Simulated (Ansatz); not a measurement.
A made-up structure of CH4NSi, doublet:

```json
{"atom": "C1", "x (Å)": "-0.9538", "y (Å)": "0.1784", "z (Å)": "-0.5227"}
{"atom": "Si2", "x (Å)": "-0.1246", "y (Å)": "-1.2433", "z (Å)": "-0.1078"}
{"atom": "N3", "x (Å)": "0.9777", "y (Å)": "-0.2328", "z (Å)": "0.4823"}
{"atom": "H4", "x (Å)": "-1.5410", "y (Å)": "-0.0257", "z (Å)": "-1.2326"}
{"atom": "H5", "x (Å)": "-1.0879", "y (Å)": "1.1745", "z (Å)": "0.0915"}
{"atom": "H6", "x (Å)": "1.1498", "y (Å)": "0.8400", "z (Å)": "0.4351"}
{"atom": "H7", "x (Å)": "1.5798", "y (Å)": "-0.6911", "z (Å)": "0.8541"}
```

It is relaxed with PBE-D4/def2-SVP and then PBE0-D4/def2-TZVP (Ansatz 0.2.0). Atoms count as bonded within 1.22 times the sum of their covalent radii (H–H: 0.88 Å). The end point is not checked to be a true minimum.

Task: Does its bonding change? (A judgement: the text doesn't fix the answer.)

Result: Computed: No: no bond forms or breaks.

Where it ends: The first stage lowers the energy by 3.51 eV in 9 steps. It ends as CH₄NSi ([CH2][Si][NH2]):
```
7
angstrom
C -1.1782 0.2284 -0.6392
Si -0.0932 -1.1575 -0.0911
N 1.2037 -0.2806 0.6036
H -1.9356 0.0876 -1.4075
H -1.3081 1.1530 -0.0749
H 1.3400 0.7176 0.5515
H 1.9714 -0.7484 1.0577
```

Labels in which every atom is bracketed show which atoms are joined, not bond orders.

For scale, one of the runs: PBE0-D4/def2-TZVP relaxation, 123 basis functions, launched by `ansatz run in.yaml --threads 2 --pin off --events-out ev --progress --plain --max-ram 4352MiB`. Hardware: 2 CPU threads of an Arm Neoverse V1, shared host. Wall time about 23 s.
